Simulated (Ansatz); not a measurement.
## Ansatz (development build ahead of 0.2.0) run

```yaml
crystal:
  periodic: [false, false, false]
  atoms:
    - { symbol: C, position_ang: [0.0, -0.23628, -1.16931] }
    - { symbol: C, position_ang: [0.0, 0.53312, 0.0] }
    - { symbol: C, position_ang: [0.0, -0.23628, 1.16931] }
    - { symbol: H, position_ang: [0.0, 0.34311, -2.00014] }
    - { symbol: H, position_ang: [0.81654, -0.83606, -1.21515] }
    - { symbol: H, position_ang: [-0.81654, -0.83606, -1.21515] }
    - { symbol: H, position_ang: [-0.80885, 1.14734, 0.0] }
    - { symbol: H, position_ang: [0.80885, 1.14734, 0.0] }
    - { symbol: H, position_ang: [0.0, 0.34311, 2.00014] }
    - { symbol: H, position_ang: [-0.81654, -0.83606, 1.21515] }
    - { symbol: H, position_ang: [0.81654, -0.83606, 1.21515] }
basis:
  gaussian: { orbitals: def2-TZVP }
hamiltonian:
  xc: hf
```

The input is written out in the form of the current development build from the run's settings.

The run gave:

| Quantity | Value |
| --- | --- |
| Converged | yes |
| Total energy | -118.25374 hartree |
| Spin squared of the determinant | 0.000 |

Caution: no unrestricted run beside it, a lower state can exist.
